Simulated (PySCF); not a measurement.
## Computed χzz against gas-phase spectroscopy

Values to reproduce (atoms as numbered below): 14N at N1: χzz = -0.77376 MHz [1]; 14N at N2: χzz = -0.26758 MHz [1].
[1] measured, gas; W. C. Bailey, Calculation of NQCC in Gaseous State Molecules (compilation of microwave values)

N2O.
Geometry (PBE0-D3(BJ)/def2-SVP, Å), atoms numbered from 1 in this order:
```
atom  x, y, z in Å
N1    -1.1240   -0.1565    0.0132
N2    -0.0208    0.0679   -0.0064
O3     1.1284    0.3018   -0.0267
```

How do the computed couplings compare?

PySCF, non-relativistic, all at one geometry, with Q(14N) = 0.02044 b:

| level | functions | 14N N1 (MHz) | 14N N2 (MHz) | mean of computed/reference − 1 (%) |
| --- | --- | --- | --- | --- |
| PBE0/cc-pVDZ | 42 | -0.224 | 0.277 | -137.3 |
| PBE0/pcSseg-1 | 51 | -0.683 | -0.188 | -20.7 |
| PBE0/aug-cc-pVDZ | 69 | -0.196 | 0.304 | -144.1 |
| B3LYP/pcJ-2 | 153 | -0.917 | -0.356 | +25.7 |
| PBE0/6-311+G(2d,p) | 81 | -0.721 | -0.227 | -11.0 |
| PBE0/pcSseg-0 | 27 | -0.384 | 0.601 | -187.4 |
| B3LYP/pcJ-1 | 81 | -0.729 | 0.070 | -66.1 |
| PBE0/def2-SVP | 42 | -0.337 | 0.271 | -128.8 |
| PBE0/STO-3G | 15 | 2.723 | 3.494 | -928.9 |
| PBE0/cc-pVTZ | 90 | -0.843 | -0.526 | +52.6 |
| PBE0/6-31G | 27 | 0.530 | 0.931 | -308.2 |
| B3LYP/6-31G-J | 36 | 0.476 | 0.883 | -295.7 |
| B3LYP/def2-TZVP | 93 | -0.882 | -0.530 | +56.0 |
| B3LYP/6-31G* | 42 | -0.191 | 0.396 | -161.7 |
| PBE0/def2-TZVP | 93 | -0.856 | -0.539 | +56.1 |
| LDA/pcJ-1 | 81 | -0.568 | 0.595 | -174.5 |

Closest here is PBE0/6-311+G(2d,p) (11.0 % unsigned error), furthest PBE0/STO-3G (928.9 %); one molecule doesn't rank methods. Computed values are for fixed nuclei, while measured ones can include vibrational averaging.
